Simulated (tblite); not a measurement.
Species: propanoyl fluoride, C3H5FO.
Structure used (GFN2-xTB), in Å, numbered top down from 1:
```xyz
10
C3H5FO angstrom
C     -1.072   -0.204    0.362
C      0.130   -0.238   -0.587
C      1.252    0.568   -0.025
O      1.740    1.572   -0.406
F      1.729   -0.005    1.122
H     -1.876   -0.812   -0.043
H     -1.433    0.815    0.482
H     -0.797   -0.594    1.339
H     -0.136    0.170   -1.562
H      0.473   -1.268   -0.703
```

Computed with GFN2-xTB (tblite): harmonic, unscaled wavenumbers at the GFN2-xTB geometry, gas phase. This tight-binding method is rough: wavenumbers can miss measured ones by several per cent, in bad cases by 10 to 20. One conformer, not necessarily the lowest.

Harmonic wavenumbers (cm⁻¹): 48.8, 205.1, 221.6, 410.6, 558.2, 665.7, 799.2, 841.6, 969.2, 1059.9, 1074.2, 1130.5, 1215.7, 1293.0, 1408.1, 1441.3, 1490.6, 1493.2, 1876.8, 2981.5, 3015.8, 3047.9, 3051.2, 3053.5.

A = 8607, B = 4029, C = 3178 MHz; mass 76.032 u (most abundant isotopes); point group C1, symmetry number 1.

What is the zero-point energy?

Half the sum of the wavenumbers: 16677 cm⁻¹ = 199.50 kJ/mol.

What is S at 298.15 K and 1 bar for an ideal gas of classical rigid rotors and harmonic oscillators?

Translation 162.87, rotation 106.61, vibration 48.17: S = 317.7 J/(mol K).

And Cp and H(298.15 K) − H(0)?

Cp = 84.81 J/(mol K), of which vibrations give 51.56 (their classical limit is 24 R = 199.5); H(298.15 K) − H(0) = 17.39 kJ/mol without the zero-point energy, 7.47 from vibrations.

How do the functions run with temperature in this model?

```csv
T (K),S (J/(mol K)),Cp (J/(mol K)),H − H(0) (kJ/mol),G − H(0) (kJ/mol),ln q(vib)
50,216.5,41.7,1.86,-8.96,0.29
100,248.1,50.3,4.16,-20.64,0.78
373.15,338.3,99.5,24.30,-101.92,3.54
500,370.6,121.8,38.38,-146.92,4.86
750,426.5,153.9,73.13,-246.75,7.47
1000,473.9,175.2,114.45,-359.46,9.98
```

q(vib) and H(0) count from the zero-point level.

Which modes carry the vibrational entropy at 298.15 K?

48.8 cm⁻¹: 20.36; 205.1 cm⁻¹: 8.73; 221.6 cm⁻¹: 8.14; 410.6 cm⁻¹: 3.87; 558.2 cm⁻¹: 2.21; 665.7 cm⁻¹: 1.46 J/(mol K); the other 18 give 3.40 together.

Blend soft modes into free rotors: weight 1/[1 + (100 cm⁻¹/ν̃)⁴] for the oscillator and the rest for a rotor with moment μB/(μ + B), μ = h/(8π²ν), B = 10⁻⁴⁴ kg m². What vibrational entropy results?

43.08 J/(mol K) in place of 48.17, which changes −T·S at 298.15 K by +1.52 kJ/mol.

Hindered rotation and anharmonicity are outside this model. Other conformers, if any are populated, would add a mixing term that is left out. The structure is chiral; the term R ln 2 for an equal mix with its mirror image is left out.
